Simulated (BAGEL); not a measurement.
# CH5OSi (SMILES OC[SiH2]) at ROHF/6-31G(d) (density fitting with qzvpp-jkfit, spherical functions)

What is the energy change on altering one bond length of CH5OSi at ROHF/6-31G* (density fitting with qzvpp-jkfit, spherical functions)? 

Program for the calculation: BAGEL 1.2.2.

### 1 The system as given

CH5OSi: 8 atoms, total charge 0, spin state doublet. SMILES: `OC[SiH2]`. The shape is that of a GFN2-xTB optimisation. This is one conformer, not always the lowest.

Bond lengths: O1–C2 1.422 Å, C2–Si3 1.911 Å, O1–H4 0.963 Å, C2–H5 1.098 Å, C2–H6 1.094 Å, Si3–H7 1.457 Å, Si3–H8 1.455 Å. Angles: O1–C2–Si3 111.5°, O1–C2–H5 110.4°, O1–C2–H6 104.8°, Si3–C2–H5 113.0°, Si3–C2–H6 110.0°, C2–O1–H4 108.6°, C2–Si3–H7 111.8°, C2–Si3–H8 111.4°, H5–C2–H6 106.8°, H7–Si3–H8 115.6°.

### 2 A single-point energy at ROHF/6-31G(d) (density fitting with qzvpp-jkfit, spherical functions)

job.json

```json
{ "bagel": [

{
  "title": "molecule",
  "basis": "6-31gs.json",
  "df_basis": "qzvpp-jkfit",
  "angstrom": true,
  "geometry": [
    { "atom": "O", "xyz": [   -0.742090,    1.000740,   -1.036980 ] },
    { "atom": "C", "xyz": [   -0.292450,    0.570250,    0.241160 ] },
    { "atom": "Si", "xyz": [    0.559470,   -1.137540,    0.146770 ] },
    { "atom": "H", "xyz": [   -1.420000,    0.391110,   -1.345720 ] },
    { "atom": "H", "xyz": [   -1.117020,    0.597870,    0.965140 ] },
    { "atom": "H", "xyz": [    0.428560,    1.331100,    0.553770 ] },
    { "atom": "H", "xyz": [    1.086880,   -1.551530,    1.440480 ] },
    { "atom": "H", "xyz": [    1.496660,   -1.202000,   -0.964620 ] }
  ]
},
{ "title": "rohf", "nopen": 1 },
{ "title": "print", "file": "orbitals.molden", "orbitals": true }

]}
```

The basis set 6-31G* is read from a file made from the Basis Set Exchange's data (not shown).

Run with:

```
BAGEL_NUM_THREADS=1 BAGEL job.json > job.out
```

The log of the run:

```text
* using 1 threads per process

  ===============================================================
  ===============================================================

  *** Geometry ***

  { "atom" : "O", "xyz" : [     -1.402347,      1.891125,     -1.959608 ] },
  { "atom" : "C", "xyz" : [     -0.552650,      1.077616,      0.455726 ] },
  { "atom" : "Si", "xyz" : [      1.057245,     -2.149639,      0.277355 ] },
  { "atom" : "H", "xyz" : [     -2.683411,      0.739091,     -2.543042 ] },
  { "atom" : "H", "xyz" : [     -2.110862,      1.129811,      1.823850 ] },
  { "atom" : "H", "xyz" : [      0.809861,      2.515414,      1.046474 ] },
  { "atom" : "H", "xyz" : [      2.053906,     -2.931967,      2.722113 ] },
  { "atom" : "H", "xyz" : [      2.828278,     -2.271451,     -1.822868 ] },

  Number of auxiliary basis functions:      370

  Since a DF basis is specified, we compute 2- and 3-index integrals:
    o Being stored without compression. Storage requirement is 0.009 GB

  Number of basis functions:       56
  Number of electrons      :       33

    * METHOD: MOLECULE                             0.12

  *** Open-shell HF ***

  === Nuclear Repulsion ===
   103.6298021887

      * DIIS with orbital gradients will be used.

  === ROHF iteration (6-31gs.json) ===
      0       -404.32455596          0.04750628           0.04
      1       -404.43232038          0.02775507           0.04
      2       -404.46231978          0.01761033           0.04
      3       -404.47976947          0.00145590           0.04
      4       -404.48014234          0.00051990           0.04
      5       -404.48023110          0.00018066           0.04
      6       -404.48024632          0.00003717           0.04
      7       -404.48026021          0.00001127           0.04
      8       -404.48026266          0.00000378           0.04
      9       -404.48026321          0.00000129           0.04
     10       -404.48026336          0.00000056           0.04
     11       -404.48026339          0.00000022           0.04
     12       -404.48026339          0.00000008           0.04
     13       -404.48026339          0.00000003           0.04
     14       -404.48026339          0.00000001           0.04
     15       -404.48026339          0.00000001           0.04
    * SCF iteration converged.

    * S^2 (ROHF) is 0.7500

    * Permanent dipole moment:
           (    0.240212,     0.412075,    -0.378111) a.u.

    * METHOD: ROHF                                 0.70

    * METHOD: PRINT                                0.01

  ===============================================================
```

It took 0.94 s on 1 thread of Arm Neoverse V1, shared host; peak memory 0.081 GiB.

### 3 The distorted shape, same level

hf.json

```json
{ "bagel": [

{
  "title": "molecule",
  "basis": "6-31gs.json",
  "df_basis": "qzvpp-jkfit",
  "angstrom": "true",
  "geometry": [
    { "atom": "O", "xyz": [      -1.374985,       1.497531,      -2.589440 ] },
    { "atom": "C", "xyz": [      -0.925345,       1.067041,      -1.311300 ] },
    { "atom": "Si", "xyz": [      -0.073425,      -0.640749,      -1.405690 ] },
    { "atom": "H", "xyz": [      -2.052895,       0.887901,      -2.898180 ] },
    { "atom": "H", "xyz": [      -1.749915,       1.094661,      -0.587320 ] },
    { "atom": "H", "xyz": [      -0.204335,       1.827891,      -0.998690 ] },
    { "atom": "H", "xyz": [       1.086880,      -1.551530,       1.440480 ] },
    { "atom": "H", "xyz": [       0.863765,      -0.705209,      -2.517080 ] }
  ]
},

{ "title": "rohf", "nopen": 1 },

{ "title": "print", "file": "orbitals.molden", "orbitals": "true" }

]}
```

The basis set 6-31G* is read from a file made from the Basis Set Exchange's data (not shown).

Run with:

```
BAGEL_NUM_THREADS=1 BAGEL hf.json > hf.out
```

The log of the run:

```text
* using 1 threads per process

  ===============================================================
  ===============================================================

  *** Geometry ***

  { "atom" : "O", "xyz" : [     -2.598345,      2.829923,     -4.893332 ] },
  { "atom" : "C", "xyz" : [     -1.748649,      2.016415,     -2.477998 ] },
  { "atom" : "Si", "xyz" : [     -0.138753,     -1.210840,     -2.656369 ] },
  { "atom" : "H", "xyz" : [     -3.879409,      1.677890,     -5.476766 ] },
  { "atom" : "H", "xyz" : [     -3.306860,      2.068609,     -1.109874 ] },
  { "atom" : "H", "xyz" : [     -0.386137,      3.454213,     -1.887251 ] },
  { "atom" : "H", "xyz" : [      2.053906,     -2.931967,      2.722113 ] },
  { "atom" : "H", "xyz" : [      1.632279,     -1.332652,     -4.756592 ] },

  Number of auxiliary basis functions:      370

  Since a DF basis is specified, we compute 2- and 3-index integrals:
    o Being stored without compression. Storage requirement is 0.009 GB

  Number of basis functions:       56
  Number of electrons      :       33

    * METHOD: MOLECULE                             0.12

  *** Open-shell HF ***

  === Nuclear Repulsion ===
    99.9373748328

      * DIIS with orbital gradients will be used.

  === ROHF iteration (6-31gs.json) ===
      0       -404.11031286          0.04821567           0.04
      1       -404.25130582          0.02933280           0.04
      2       -404.29882312          0.01890328           0.04
      3       -404.32856746          0.00457554           0.04
      4       -404.34386688          0.00414683           0.04
      5       -404.35812924          0.00186725           0.04
      6       -404.36038652          0.00081997           0.04
      7       -404.36128142          0.00015109           0.04
      8       -404.36118427          0.00008798           0.04
      9       -404.36117696          0.00002366           0.04
     10       -404.36119159          0.00001149           0.04
     11       -404.36118961          0.00000714           0.04
     12       -404.36118970          0.00000386           0.04
     13       -404.36118935          0.00000153           0.04
     14       -404.36118940          0.00000046           0.04
     15       -404.36118945          0.00000023           0.04
     16       -404.36118944          0.00000007           0.04
     17       -404.36118944          0.00000001           0.04
     18       -404.36118944          0.00000001           0.04
    * SCF iteration converged.

    * S^2 (ROHF) is 0.7500

    * Permanent dipole moment:
           (    0.175979,    -0.036629,    -0.026694) a.u.

    * METHOD: ROHF                                 0.84

    * METHOD: PRINT                                0.01

  ===============================================================
```

Wall time 1.1 s (1 thread of Arm Neoverse V1, shared host); peak memory 0.081 GiB.

### 4 Results

At ROHF/6-31G* (density fitting with qzvpp-jkfit, spherical functions):

```
                                                          quantity          value
                                         first shape: total energy  -404.48026 Eh
                                        first shape: dipole moment         1.55 D
                                                 first shape: ⟨S²⟩          0.750
                                     distorted shape: total energy  -404.36119 Eh
                                    distorted shape: dipole moment         0.46 D
                                             distorted shape: ⟨S²⟩          0.750
energy change with the Si3–H7 bond stretched from 1.457 to 3.206 Å       3.240 eV
```

**Reading.** With the Si3–H7 bond stretched from 1.457 to 3.206 Å the energy rises by 3.24 eV (313 kJ/mol). The first shape isn't relaxed at this level, so the change isn't measured from a minimum.
